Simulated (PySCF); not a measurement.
Gas-phase reaction: 2 Al + 3 Cl2 + AlH3 ⇌ 3 AlHCl2

Method: PySCF energies (xtb for GFN2) plus ideal-gas RRHO corrections (1 bar). † marks an energy on the PBE0/def2-TZVP geometry and frequencies; other levels use their own. CCSD(T) freezes the core. Open shells (unrestricted): Al (multiplicity 2, electronic degeneracy 6); the rest are closed-shell singlets. GFN2 has no spin-polarisation term. Spin-orbit splitting is ignored; it lowers the true energy and changes the entropy of Al. AlH3, AlHCl2: computed as isolated molecules; such fragments, hydroxides, amides, oligomers or adducts are transient or little studied in the gas. CCSD(T) isn't extrapolated to the basis-set limit; its ΔH°(298 K) is -1897.0 kJ in def2-SVP and -1862.7 kJ in def2-TZVPP. The harmonic model lacks anharmonicity and excited electronic states, which grow with temperature; levels with a mode under 35 cm⁻¹ are left out.

| level | ΔE electronic, kJ | ΔH°(298 K), kJ | ΔS°(298 K), J/K | ΔG°(1800 K), kJ |
|---|---|---|---|---|
| BLYP/def2-TZVP† | -1746 | -1736 | -339 | -1136 |
| CCSD(T)/def2-TZVPP† | -1873 | -1863 | -339 | -1263 |
| GFN2-xTB | -2201 | -2189 | -339 | -1588 |
| M06-2X/def2-TZVP† | -1896 | -1886 | -339 | -1286 |
| ωB97X-V/def2-TZVP† | -1901 | -1891 | -339 | -1291 |
ΔH° is lowest at GFN2-xTB and highest at BLYP/def2-TZVP†. No reference value is set beside these.
